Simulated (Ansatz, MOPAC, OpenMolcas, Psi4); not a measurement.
# How methods differ on AlSiH4Cl (SMILES [SiH3][AlH][Cl])

AlSiH4Cl, singlet, SMILES `[SiH3][AlH][Cl]`. Each level relaxes the structure for itself.

Each level gives the highest harmonic wavenumber at each level's own minimum (cm⁻¹). The values are calculated.

```json
{"level": "MNDOD", "kind": "semi-empirical", "program": "MOPAC", "value (cm⁻¹)": "2377"}
{"level": "PM6", "kind": "semi-empirical", "program": "MOPAC", "value (cm⁻¹)": "2550"}
{"level": "PM6-D3H4", "kind": "semi-empirical", "program": "MOPAC", "value (cm⁻¹)": "2549"}
{"level": "PM6-DH+", "kind": "semi-empirical", "program": "MOPAC", "value (cm⁻¹)": "2549"}
{"level": "HF/3-21G", "kind": "Hartree–Fock", "program": "OpenMolcas", "value (cm⁻¹)": "2274"}
{"level": "HF/6-31G* (Cartesian functions)", "kind": "Hartree–Fock", "program": "OpenMolcas", "value (cm⁻¹)": "2357"}
{"level": "PBE-D3(BJ)/def2-SVP (density fitting)", "kind": "GGA", "program": "Psi4", "value (cm⁻¹)": "2156"}
{"level": "PBE0-D4/def2-TZVP", "kind": "global hybrid", "program": "Ansatz", "value (cm⁻¹)": "2217"}
{"level": "CASSCF(2,2)/ANO-S-VDZ", "kind": "multireference", "program": "OpenMolcas", "value (cm⁻¹)": "2289"}
```

Harmonic and unscaled. The values span 2156 to 2550 cm⁻¹.
